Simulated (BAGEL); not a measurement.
**CClF3 (SMILES FC(F)(F)Cl) at 6 levels**

We compute a comparison of 6 runs (HF/STO-3G, HF/cc-pV(D+d)Z, PBE0/def2-SVP, B3LYP/6-31G*, RI-MP2/6-31G, RI-MP2/cc-pVTZ) of CClF3. 

Program for the calculation: BAGEL 1.2.2.

2 further runs of the same task are left out: 1 that didn't finish, 1 set aside as unsound or not needed.

## (1) The system as given

CClF3: 5 atoms, total charge 0, spin state singlet. As SMILES, `FC(F)(F)Cl`. Geometry: relaxed at PBE0-D4/def2-TZVP.

Bond lengths: F1–C2 1.322 Å, C2–F3 1.322 Å, C2–F4 1.322 Å, C2–Cl5 1.756 Å. Angles: F1–C2–F3 108.7°, F1–C2–F4 108.7°, F1–C2–Cl5 110.2°, F3–C2–F4 108.7°, F3–C2–Cl5 110.2°, F4–C2–Cl5 110.2°.

## (2) A single-point energy at HF/STO-3G (run 1)

Input file hf.json:

```json
{ "bagel": [

{
  "title": "molecule",
  "basis": "sto-3g",
  "df_basis": "qzvpp-jkfit",
  "angstrom": false,
  "geometry": [
    { "atom": "F", "xyz": [  0.40383447,  0.03609377,  2.50596581 ] },
    { "atom": "C", "xyz": [ -0.00415740, -0.15590241,  0.04932185 ] },
    { "atom": "F", "xyz": [ -2.36140177, -0.89686402, -0.31577324 ] },
    { "atom": "F", "xyz": [  1.53389070, -1.88783640, -0.88533669 ] },
    { "atom": "Cl", "xyz": [  0.52213133,  2.76523624, -1.43241240 ] }
  ]
},
{
  "title": "hf",
  "df": false
},
{
  "title": "print",
  "file": "orbitals.molden",
  "orbitals": true
}

]}
```

Run with:

```
$ BAGEL_NUM_THREADS=1 BAGEL hf.json > hf.out
```

Log:

```text
* using 1 threads per process

  ===============================================================
  ===============================================================

  *** Geometry ***

  { "atom" : "F", "xyz" : [      0.403834,      0.036094,      2.505966 ] },
  { "atom" : "C", "xyz" : [     -0.004157,     -0.155902,      0.049322 ] },
  { "atom" : "F", "xyz" : [     -2.361402,     -0.896864,     -0.315773 ] },
  { "atom" : "F", "xyz" : [      1.533891,     -1.887836,     -0.885337 ] },
  { "atom" : "Cl", "xyz" : [      0.522131,      2.765236,     -1.432412 ] },

  Number of auxiliary basis functions:      434

  Since a DF basis is specified, we compute 2- and 3-index integrals:
    o Being stored without compression. Storage requirement is 0.003 GB

  Number of basis functions:       29
  Number of electrons      :       50

    * METHOD: MOLECULE                             0.13

  *** RHF ***

  === Nuclear Repulsion ===
   251.2286251544

      * DIIS with orbital gradients will be used.

  === RHF iteration (sto-3g) ===
      0       -785.91251217          0.03074753           0.04
      1       -786.08442818          0.00647530           0.04
      2       -786.09677303          0.00195734           0.04
      3       -786.09773817          0.00019697           0.04
      4       -786.09776135          0.00005462           0.03
      5       -786.09776335          0.00000796           0.03
      6       -786.09776339          0.00000198           0.03
      7       -786.09776339          0.00000047           0.03
      8       -786.09776339          0.00000010           0.03
      9       -786.09776339          0.00000002           0.03
     10       -786.09776339          0.00000001           0.03
    * SCF iteration converged.

    * Permanent dipole moment:
           (    0.066280,     0.368299,    -0.186852) a.u.

    * METHOD: HF                                   0.43

    * METHOD: PRINT                                0.00

  ===============================================================
```

Wall time 0.68 s (1 thread of Arm Neoverse V1, shared host); peak memory 0.26 GiB.

## (3) Energy and forces at HF/cc-pV(D+d)Z (DC, density fitting with cc-pvdz-jkfit) (run 2)

Input file calc.json:

```json
{ "bagel" : [

{
  "title" : "molecule",
  "basis" : "cc-pv_d+d_z.json",
  "df_basis" : "cc-pvdz-jkfit",
  "finite_nucleus" : true,
  "geometry" : [
    { "atom" : "F", "xyz" : [     0.40383447,     0.03609377,     2.50596581 ] },
    { "atom" : "C", "xyz" : [    -0.00415740,    -0.15590241,     0.04932185 ] },
    { "atom" : "F", "xyz" : [    -2.36140177,    -0.89686402,    -0.31577324 ] },
    { "atom" : "F", "xyz" : [     1.53389070,    -1.88783640,    -0.88533669 ] },
    { "atom" : "Cl", "xyz" : [     0.52213133,     2.76523624,    -1.43241240 ] }
  ]
},

{
  "title" : "hf"
},

{
  "title" : "force",
  "method" : [
    {
      "title" : "dhf",
      "gaunt" : false,
      "breit" : false
    }
  ]
}

]}
```

The basis set cc-pV(D+d)Z is read from a file made from the Basis Set Exchange's data (not shown).

Run with:

```
$ BAGEL_NUM_THREADS=1 BAGEL calc.json > calc.out
```

Log:

```text
* using 1 threads per process

  ===============================================================
  ===============================================================

  *** Geometry ***

  { "atom" : "F", "xyz" : [      0.403834,      0.036094,      2.505966 ] },
  { "atom" : "C", "xyz" : [     -0.004157,     -0.155902,      0.049322 ] },
  { "atom" : "F", "xyz" : [     -2.361402,     -0.896864,     -0.315773 ] },
  { "atom" : "F", "xyz" : [      1.533891,     -1.887836,     -0.885337 ] },
  { "atom" : "Cl", "xyz" : [      0.522131,      2.765236,     -1.432412 ] },

  Number of auxiliary basis functions:      392

  Since a DF basis is specified, we compute 2- and 3-index integrals:
    o Being stored without compression. Storage requirement is 0.020 GB

  Number of basis functions:       79
  Number of electrons      :       50

    * METHOD: MOLECULE                             0.13

  *** RHF ***

  === Nuclear Repulsion ===
   251.2286251544

      * DIIS with orbital gradients will be used.

  === RHF iteration (cc-pv_d+d_z.json) ===
      0       -795.44353031          0.01987155           0.05
      1       -795.59952356          0.01438021           0.05
      2       -795.70036805          0.00110346           0.05
      3       -795.70161862          0.00027054           0.05
      4       -795.70168773          0.00007492           0.05
      5       -795.70169461          0.00001880           0.05
      6       -795.70169497          0.00000456           0.05
      7       -795.70169500          0.00000146           0.05
      8       -795.70169500          0.00000064           0.05
      9       -795.70169500          0.00000024           0.05
     10       -795.70169500          0.00000004           0.05
     11       -795.70169500          0.00000001           0.05
     12       -795.70169500          0.00000000           0.05
    * SCF iteration converged.

    * Permanent dipole moment:
           (   -0.030210,    -0.167146,     0.084702) a.u.

    * METHOD: HF                                   0.72

  The gradients will be computed analytically.
  *** Geometry (Relativistic) ***

  *** Dirac HF ***

  === Nuclear Repulsion ===
   251.2286251544

      * DIIS with orbital gradients will be used.

  === Dirac RHF iteration (cc-pv_d+d_z.json, RKB) ===
      0       -797.42306024          0.00028038           4.53
      1       -797.42305291          0.00001010           4.58
      2       -797.42305586          0.00000578           4.57
      3       -797.42305667          0.00000172           4.55
      4       -797.42305692          0.00000051           4.58
      5       -797.42305694          0.00000015           4.52
      6       -797.42305694          0.00000003           4.39
      7       -797.42305694          0.00000001           4.34
      8       -797.42305694          0.00000001           4.98
    * SCF iteration converged.

    * Permanent dipole moment: Dirac Hartree-Fock
           (   -0.030667,    -0.169684,     0.085989) a.u.

  * Nuclear energy gradient

    o Atom   0
        x          0.0033782666
        y          0.0027306158
        z          0.0184099121
    o Atom   1
        x          0.0010657569
        y          0.0057580305
        z         -0.0028889454
    o Atom   2
        x         -0.0180728171
        y         -0.0045035316
        z         -0.0034578683
    o Atom   3
        x          0.0121567140
        y         -0.0122035963
        z         -0.0078860931
    o Atom   4
        x          0.0014720795
        y          0.0082184816
        z         -0.0041770053
  * Gradient computed with                             11.00

    * METHOD: FORCE                               57.74

  ===============================================================
```

Run time: 59 s. Hardware: 1 thread of Arm Neoverse V1, shared host; peak memory 1.7 GiB.

Runs 3 to 5 aren't shown in full; the table further down has their settings and results.

## (4) The energy at RI-MP2/cc-pVTZ (density fitting with qzvpp-jkfit) (run 6)

Input file input.json:

```json
{ "bagel": [

{
  "title": "molecule",
  "basis": "cc-pvtz.json",
  "df_basis": "qzvpp-jkfit",
  "angstrom": "false",
  "geometry": [
    { "atom": "F", "xyz": [     0.40383447,     0.03609377,     2.50596581 ] },
    { "atom": "C", "xyz": [    -0.00415740,    -0.15590241,     0.04932185 ] },
    { "atom": "F", "xyz": [    -2.36140177,    -0.89686402,    -0.31577324 ] },
    { "atom": "F", "xyz": [     1.53389070,    -1.88783640,    -0.88533669 ] },
    { "atom": "Cl", "xyz": [     0.52213133,     2.76523624,    -1.43241240 ] }
  ]
},

{ "title": "hf" },

{ "title": "mp2", "ncore": 9 }

]}
```

The basis set cc-pVTZ is read from a file made from the Basis Set Exchange's data (not shown).

Run with:

```
$ BAGEL_NUM_THREADS=1 BAGEL input.json > input.out
```

Log:

```text
* using 1 threads per process

  ===============================================================
  ===============================================================

  *** Geometry ***

  { "atom" : "F", "xyz" : [      0.403834,      0.036094,      2.505966 ] },
  { "atom" : "C", "xyz" : [     -0.004157,     -0.155902,      0.049322 ] },
  { "atom" : "F", "xyz" : [     -2.361402,     -0.896864,     -0.315773 ] },
  { "atom" : "F", "xyz" : [      1.533891,     -1.887836,     -0.885337 ] },
  { "atom" : "Cl", "xyz" : [      0.522131,      2.765236,     -1.432412 ] },

  Number of auxiliary basis functions:      434

  Since a DF basis is specified, we compute 2- and 3-index integrals:
    o Being stored without compression. Storage requirement is 0.082 GB

  Number of basis functions:      154
  Number of electrons      :       50

    * METHOD: MOLECULE                             0.32

  *** RHF ***

  === Nuclear Repulsion ===
   251.2286251544

      * DIIS with orbital gradients will be used.

  === RHF iteration (cc-pvtz.json) ===
      0       -795.47145421          0.01919142           0.13
      1       -795.67917038          0.01449961           0.13
      2       -795.83246022          0.00111204           0.14
      3       -795.83418907          0.00036429           0.14
      4       -795.83435994          0.00007809           0.14
      5       -795.83437357          0.00002074           0.14
      6       -795.83437435          0.00000544           0.14
      7       -795.83437441          0.00000128           0.14
      8       -795.83437441          0.00000048           0.14
      9       -795.83437441          0.00000024           0.14
     10       -795.83437441          0.00000004           0.14
     11       -795.83437441          0.00000001           0.14
     12       -795.83437441          0.00000000           0.14
    * SCF iteration converged.

    * Permanent dipole moment:
           (   -0.030956,    -0.171334,     0.086830) a.u.

    * METHOD: HF                                   2.02

  *** RHF ***

  === Nuclear Repulsion ===
   251.2286251544

      * DIIS with orbital gradients will be used.

  === RHF iteration (cc-pvtz.json) ===
      0       -795.83437441          0.00000000           0.13
    * SCF iteration converged.

    * Permanent dipole moment:
           (   -0.030956,    -0.171334,     0.086830) a.u.

  === DF-MP2 calculation ===

    * freezing 9 orbitals
    * 3-index integral transformation done
    * assembly done

      MP2 correlation energy:   -1.0936746968      0.15

      MP2 total energy:       -796.9280491073

    * METHOD: MP2                                  0.44

  ===============================================================
```

Wall time 2.9 s (1 thread of Arm Neoverse V1, shared host); peak memory 0.26 GiB.

## (5) Overview of the runs

```
run                                                                        level  integral approximation  nucleus  energy (Eh)  dipole moment (D)  wall time
  1                                                                    HF/STO-3G                    none    point  -786.097763               1.06     0.68 s
  2                      HF/cc-pV(D+d)Z (DC, density fitting with cc-pvdz-jkfit)           cc-pvdz-jkfit   finite  -797.423057               0.49       59 s
  3                             PBE0/def2-SVP (density fitting with qzvpp-jkfit)             qzvpp-jkfit    point  -796.959185               0.29      7.2 s
  4         B3LYP/6-31G* (density fitting with qzvpp-jkfit, Cartesian functions)             qzvpp-jkfit    point  -797.816118               0.05      5.7 s
  5  RI-MP2/6-31G (density fitting with qzvpp-jkfit, cc-pv5z-ri for correlation)             qzvpp-jkfit    point  -796.004886               0.48      6.6 s
  6                            RI-MP2/cc-pVTZ (density fitting with qzvpp-jkfit)             qzvpp-jkfit    point  -796.928049                  –      2.9 s
```

## (6) Results

```
                                          quantity          value
                               run 6: total energy  -796.92805 Eh
run 6: correlation energy (9 core orbitals frozen)    -1093.7 mEh
```

In words: Over runs 1, 2, 3, 4, 5 the dipole moment (its size) runs from 0.05 D (B3LYP/6-31G*) to 1.06 D (HF/STO-3G). The two ends differ in method and basis. The two dipoles point in opposite directions. Totals of different functionals can't be ranked against each other. Some runs of one species differ in core potentials or relativity; totals across that change don't compare. In run 1 the basis is minimal, so the values are rough. All runs together took 82 s, the longest 59 s.
